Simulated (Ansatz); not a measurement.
# A relaxation, step by step

CH$_{4}$FO (charge -1), singlet, PBE0-D4/def2-TZVPD (Ansatz 0.2.0). Settings:

```yaml
hamiltonian: {xc: pbe0, dispersion: d4}
relax: {f_tol: 0.005, max_steps: 200}
```

Start, a step off a saddle point along its unstable mode:

F1  (-1.013, -1.045, 1.680)
C2  (-0.132, -0.011, 0.036)
O3  (0.460, 0.781, -1.216)
H4  (-1.215, 0.179, -0.105)
H5  (0.174, -1.070, -0.121)
H6  (0.310, 0.484, 0.928)
H7  (1.416, 0.682, -1.202)
(Å)

| step | energy less the last (meV) | largest force component (eV/Å) |
| --- | --- | --- |
| 1 | 1520.7 | 1.543 |
| 3 (rejected trial) | 1375.1 | 3.877 |
| 5 | 1036.7 | 0.247 |
| 7 | 1024.2 | 0.072 |
| 9 | 1014.3 | 0.376 |
| 11 | 999.3 | 0.396 |
| 13 | 982.8 | 0.679 |
| 15 | 877.8 | 0.225 |
| 17 | 705.3 | 0.287 |
| 19 | 395.7 | 0.551 |
| 21 | 72.3 | 0.351 |
| 23 | 14.4 | 0.556 |
| 25 | 1.3 | 0.035 |
| 27 | 0.4 | 0.039 |
| 29 | 0.1 | 0.023 |
| 31 | 0.0 | 0.005 |
| 32 | 0.0 | 0.003 |

Step 15, positions (Å) and forces (eV/Å):

```
atom       x       y       z      Fx      Fy      Fz
  F1   0.305  -1.468   1.930   0.106   0.018  -0.087
  C2  -0.413   0.256  -0.277  -0.125   0.043  -0.078
  O3   0.810   0.538  -0.960   0.068  -0.095   0.201
  H4  -1.226   0.673  -0.893   0.179  -0.071   0.080
  H5  -0.545  -0.816  -0.101   0.009   0.080  -0.003
  H6  -0.429   0.697   0.726  -0.012   0.035  -0.103
  H7   1.498   0.120  -0.425  -0.225  -0.009  -0.010
```

Step 23, positions (Å) and forces (eV/Å):

| atom | x | y | z | Fx | Fy | Fz |
| --- | --- | --- | --- | --- | --- | --- |
| F1 | 1.459 | -1.257 | 1.262 | 0.130 | -0.160 | 0.214 |
| C2 | -0.554 | 0.343 | -0.309 | 0.556 | -0.096 | -0.010 |
| O3 | 0.816 | 0.203 | -0.471 | -0.464 | 0.428 | -0.400 |
| H4 | -1.011 | 0.796 | -1.200 | -0.019 | 0.048 | -0.114 |
| H5 | -1.050 | -0.625 | -0.139 | -0.124 | -0.104 | 0.020 |
| H6 | -0.821 | 0.985 | 0.549 | -0.068 | 0.082 | 0.107 |
| H7 | 1.160 | -0.445 | 0.309 | -0.010 | -0.198 | 0.183 |

Step 29, positions (Å) and forces (eV/Å):

```
atom       x       y       z      Fx      Fy      Fz
  F1   1.551  -1.167   1.336  -0.001   0.003  -0.004
  C2  -0.561   0.329  -0.325  -0.002   0.005  -0.004
  O3   0.781   0.113  -0.518   0.003  -0.015   0.023
  H4  -0.992   0.888  -1.174   0.005  -0.005   0.007
  H5  -1.149  -0.607  -0.232   0.000   0.006   0.000
  H6  -0.787   0.920   0.587   0.000  -0.006  -0.006
  H7   1.157  -0.475   0.327  -0.005   0.011  -0.017
```

Last step (32):

```
7
angstrom
F 1.5580 -1.1471 1.3475
C -0.5622 0.3252 -0.3267
O 0.7766 0.0954 -0.5270
H -0.9875 0.9035 -1.1664
H -1.1629 -0.6040 -0.2478
H -0.7780 0.9030 0.5952
H 1.1560 -0.4758 0.3252
```

Hardware: 2 CPU threads of an AMD EPYC 7R43, shared host. Wall time about 2.2 min.
